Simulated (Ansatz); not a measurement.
## AsH2, quartet: the ladder up to full CI

Geometry: that of the AsH2, doublet, kept fixed. The doublet lies 5.9 eV lower here.

```yaml
atoms:
  - { symbol: As, position_ang: [0.0000, -0.0281, 0.0000] }
  - { symbol: H, position_ang: [0.0000, 1.0445, -1.0859] }
  - { symbol: H, position_ang: [0.0000, 1.0445, 1.0859] }
```

Basis aug-cc-pVDZ; Ansatz 0.2.0. Only valence electrons are correlated (noble-gas cores and the filled d shells of p-block atoms frozen), which leaves 7 electrons in 40 orbitals. R marks a restricted (for open shells ROHF) determinant, U an unrestricted one. Active spaces: valence = (7e, 6o) chosen from the atoms' valence shells. No spin–orbit coupling is included, and no scalar relativity.

Full CI is exact within this basis and frozen core; it isn't the basis-set limit. The frozen core follows each run's orbitals, which can shift R against U totals by a few meV for light atoms and by up to 0.1 eV past Ca.

For open shells CISD and CISDTQ are restricted-active-space CI with the open shells as a complete middle space.

* UHF ⟨S²⟩: 3.762
* T1 diagnostic (RCCSD): 0.0237
* largest doubles amplitude (RCCSD): 0.096

```json
{"level": "RMP2", "E − E(RHF) (eV)": "-2.5251"}
{"level": "RCCSD", "E − E(RHF) (eV)": "-3.2020"}
{"level": "RCCSD(T)", "E − E(RHF) (eV)": "-3.2959"}
```

Problem. Estimate how far full CI in aug-cc-pVDZ lies from RCCSD(T). The table doesn't fix it; the size of (T) and the diagnostics are the guide.

Solution. Full CI in aug-cc-pVDZ lies 0.88 kcal/mol below RCCSD(T), which is 41 % of the (T) step (-2.17 kcal/mol). The diagnostics give no warning, yet the rest is a sizeable part of (T).

The other levels:

| level | E − E(full CI) (kcal/mol) | share of correlation (%) | wall time |
| --- | --- | --- | --- |
| CISD | 4.72 | 93.86 | 3.4 s |
| BCCD(T) | 0.90 | 98.83 | 7.5 s |
| RCCSDT | 0.09 | 99.88 | – |
| CISDTQ | 0.06 | 99.92 | 16 s (H100) |
| RCCSDT(Q) | 0.00 | 100.00 | 20 s |
| RCCSDTQ | -0.01 | 100.02 | 12 s (H100) |
| CASSCF (valence space) | 62.75 | 18.39 | – |
| NEVPT2 (valence space) | 16.00 | 79.19 | 2.7 s |
| MRCISD (valence space) | 3.59 | 95.34 | – |
| MRCISD+Q (valence space) | 0.18 | 99.76 | 3.2 s |

The correlation energy at full CI, counted from RHF, is -3.334 eV. That run took 80 s on 5 threads of AMD EPYC 7R13 with a whole H100 80 GB, shared host over 128,289,000 determinants.

Run but not shown, since their state or frozen core can't be matched to the reference's or they repeat it: UHF, UMP2, UCCSD, UCCSD(T), UCCSDT, UCCSDT(Q), UCCSDTQ.

Times hold each run's SCF and search for its determinant on a shared host, so for small cases they say little of a method's own cost; rows without a card ran on 1 thread of AMD EPYC 7R13.

The full-CI state has the irrep A2 of C2v, in the program's axes.

Natural occupations of full CI about the gap: 1.958 1.909 1.028 0.988 0.954 0.065 0.012 0.012 0.011 0.010; effectively unpaired electrons, Σ n²(2−n)², 3.05.
